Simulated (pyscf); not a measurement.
C₃H₆ (SMILES C1CC1) + Br• (SMILES [Br]) → •H₂C–CH₂–CH₂–Br (SMILES [CH2]CCBr) (ring opening by addition; doublet surface; C–C broken, Br–C formed). Single points on ωB97X-D3(BJ)/def2-SVP structures (PySCF, gas phase). Energies in kJ/mol from the separated reactants.

```csv
level,barrier,reaction energy
PBE/def2-TZVP,2.8,-57.4
r²SCAN/def2-TZVP,(withheld),-72.5
PBE0-D3(BJ)/def2-TZVP,19.2,-61.0
M06-2X/def2-TZVP,51.1,-32.3
ωB97M-D3(BJ)/def2-TZVP,(withheld),(withheld)
HF/def2-TZVP,97.7,-32.1
```

Task: Some entries are withheld; supply them.

Result: 
- r²SCAN/def2-TZVP, barrier: 1.0
- ωB97M-D3(BJ)/def2-TZVP, barrier: 47.0
- ωB97M-D3(BJ)/def2-TZVP, reaction energy: -40.6

The functionals in the table span 50.1 kJ/mol in this barrier, from r²SCAN to M06-2X. cyclopropane lies 27.5 kJ/mol over its isomer H₂C=CH–CH₃, and others may lie lower still (electronic energy, ωB97M-D3(BJ)). This is the saddle that the search found; another between the same sides may lie lower. Left out: the spin-orbit lowering of Br, which is large for Br, Se, Te and I. Elements up to Kr have no core potential and no relativistic terms here.
